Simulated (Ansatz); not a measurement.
# CH5BS: nudged elastic band for an internal rotation, by script

The task is a nudged elastic band for an internal rotation, for CH5BS. SMILES: BSC.

Computed with the Python package of Ansatz 0.2.0. Level of theory: PBE/6-31G*.

### 1 The structure

Bond lengths: B1–S2 1.823 Å, S2–C3 1.808 Å, B1–H4 1.139 Å, B1–H5 1.211 Å, C3–H6 1.124 Å, C3–H7 1.164 Å, C3–H8 1.048 Å. Angles: B1–S2–C3 92.5°, S2–B1–H4 121.3°, S2–B1–H5 121.9°, H4–B1–H5 116.7°, S2–C3–H6 110.2°, S2–C3–H7 107.7°, S2–C3–H8 112.0°, H6–C3–H7 106.1°, H6–C3–H8 112.5°, H7–C3–H8 108.1°.

The script reads ch5bs.xyz:

```xyz
8

B    -0.85310    0.82060   -0.87320
S     0.85010    0.17700   -0.96670
C     0.70090   -0.67520    0.62130
H    -1.72630    0.25100   -1.33150
H    -1.10100    1.90680   -0.39780
H     0.54090    0.06960    1.44770
H     1.72070   -1.19070    0.84420
H    -0.04000   -1.41630    0.60020
```

### 2 Script

Input file neb_ch5bs.py:

```python
"""Path and barrier for turning a threefold group of CH5BS."""

import ansatz as az
import numpy as np

mol = az.Crystal.molecule_from_extxyz("ch5bs.xyz")

base = mol.calculation().basis(gaussian="6-31G*").functional("pbe")
symbols = [site.symbol for site in mol.cartesian_sites]
start = np.array([site.position_ang for site in mol.cartesian_sites], dtype=float)
report = base.relax(force_tolerance=0.005, max_steps=100).run(threads=1, pin="off").report
end = np.array(report["positions_ang"])

# a third of a turn moves each of the three like atoms to the place of the next
first, second, third = [5, 6, 7]
turned = end.copy()
turned[[first, second, third]] = end[[second, third, first]]
listed = lambda xyz: [{"symbol": s, "position_ang": p.tolist()} for s, p in zip(symbols, xyz)]
deck = base.input().to_dict()
deck["crystal"]["atoms"] = listed(end)
deck["neb"] = {"final_atoms": listed(turned), "images": 5, "initial_path": "idpp", "f_tol": 0.03, "max_iterations": 40}
rounds = []
band = az.Session.from_dict(deck).plan().execute(on_event=lambda e: rounds.append(e["data"]) if e["event"] == "neb_iteration" else None)
for each in rounds:
    print(f"round {each['iteration']:2d}  largest band force {each['band_force_max_ev_ang']:.4f} eV/A")
images = rounds[-1]["images"]
for image in images:
    print(f"s = {image['path_coordinate_ang']:6.3f} A   {(image['lagrangian_ev'] - images[0]['lagrangian_ev']):8.3f} eV")
```

### 3 What the engine is handed

The package turns the script's settings into the engine's input (first run):

```yaml
crystal:
  periodic: [false, false, false]
  atoms:
    - { symbol: B, position_ang: [-0.8531, 0.8206, -0.8732] }
    - { symbol: S, position_ang: [0.8501, 0.177, -0.9667] }
    - { symbol: C, position_ang: [0.7009, -0.6752, 0.6213] }
    - { symbol: H, position_ang: [-1.7263, 0.251, -1.3315] }
    - { symbol: H, position_ang: [-1.101, 1.9068, -0.3978] }
    - { symbol: H, position_ang: [0.5409, 0.0696, 1.4477] }
    - { symbol: H, position_ang: [1.7207, -1.1907, 0.8442] }
    - { symbol: H, position_ang: [-0.04, -1.4163, 0.6002] }
basis:
  gaussian:
    orbitals: "6-31G*"
hamiltonian:
  xc: pbe
relax:
  f_tol: 0.005
  max_steps: 100
```

### 4 Running it

Run with:

```bash
> python neb_ch5bs.py
```

Without the output at hand: what should come out? Wanted: moves of the relaxation of run 1; energy gained in run 1; last largest force component of run 1; barrier forwards; barrier backwards; end to end.

The runs gave:

| quantity | value |
| --- | --- |
| runs compared | 2 |
| moves of the relaxation of run 1 | 17 |
| energy gained in run 1 | 1.262 eV |
| last largest force component of run 1 | 0.0017 eV/Å |
| barrier forwards | 0.015 eV |
| barrier backwards | 0.015 eV |
| end to end | 0.000 eV |
| band iterations | 6 |

In words: Run 1: After 17 moves the largest shift is 1.163 Å, of atom 5 (H). So large a move can change the bonding: the results belong to the relaxed structure. The highest image, number 3, lies 0.015 eV above the start, about 0.6 times kT at 300 K. The energies are electronic: no zero-point or thermal terms, and the basis set is short of its limit.
